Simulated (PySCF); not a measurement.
# XPS shifts beside NMR shieldings

Compound: methacrolein, C4H6O.
Z-matrix (Å and degrees, PBE0-D3(BJ)/def2-SVP geometry), rows numbered from 1:
```
C 
C   1  1.3411
C   2  1.4929  1  125.54
C   2  1.4818  1  117.77  3  -179.86
O   4  1.2053  2  123.90  1   179.41
H   1  1.0933  2  122.09  3     0.09
H   1  1.0949  2  120.61  3  -179.93
H   3  1.1013  2  110.31  1   119.26
H   3  1.0980  2  111.83  1    -2.22
H   3  1.1009  2  110.28  1  -123.97
H   4  1.1212  2  114.74  1    -0.57
```

Binding energies: delta-SCF UKS SCAN, pcX-2 on the ionised atom, pcseg-1 elsewhere, spin-free X2C in PySCF. Shieldings: GIAO PBE0/pcSseg-1, non-relativistic, same geometry.

```tsv
atom	C 1s (eV)
C1	290.82
C2	291.23
C3	291.07
C4	293.28
```

Q: What are the absolute isotropic shieldings of these atoms?

A: 
```tsv
atom	environment	C 1s (eV)	isotropic shielding (ppm)
C1	terminal =CH2 carbon	290.82	42.9
C3	allylic carbon	291.07	167.0
C2	fully substituted alkene carbon	291.23	29.4
C4	aldehyde carbon	293.28	-12.3
```

Q: Among the listed atoms, is the one with the highest binding energy also the least shielded?

A: Yes: C4 has both (293.28 eV, -12.3 ppm).

By binding energy: C1 < C3 < C2 < C4. By shielding: C4 < C2 < C1 < C3.

The structure is a single PBE0-D3(BJ)/def2-SVP conformer in the gas phase; no vibrational or solvent corrections.
